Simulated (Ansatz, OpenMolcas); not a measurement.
A ladder of methods for BN (boron nitride)

The species is BN (2 atoms), meant as a triplet with charge 0. As SMILES, `B#N`. The shape is that of a PBE0-D4/def2-TZVP optimisation.

```xyz
2

B     0.0000    0.0000   -0.0235
N     0.0000    0.0000    1.2919
```

Each level gives the vertical energy of the singlet above the triplet (eV). The values are calculated.

```tsv
level	kind	program	value (eV)	CPU time (all runs)
UHF/STO-3G	Hartree–Fock	OpenMolcas	2.92	3.7 s
USVWN5/STO-3G	LDA	OpenMolcas	-0.20	7.5 s
UPBE/STO-3G	GGA	OpenMolcas	0.09	7.5 s
U-r2SCAN/STO-3G	meta-GGA	OpenMolcas	0.62	9 s
UB3LYP/STO-3G	global hybrid	OpenMolcas	0.52	8 s
UM06-2X/STO-3G	hybrid meta-GGA	OpenMolcas	0.81	8.6 s
UPBE0/STO-3G	global hybrid	OpenMolcas	0.70	7.1 s
UMP2/cc-pVDZ	perturbation theory	Ansatz	1.15	0.6 s
UMP2/jun-cc-pV(D+d)Z	perturbation theory	Ansatz	1.18	0.83 s
UMP2/aug-cc-pVDZ	perturbation theory	Ansatz	1.18	1.4 s
```

The values span -0.20 to 2.92 eV. Spin contamination of the reference (⟨S²⟩ at least 0.1 too high) touches UHF/STO-3G. CPU times are rough (shared hosts, several kinds of processor): they show what a rung costs within a factor of a few.
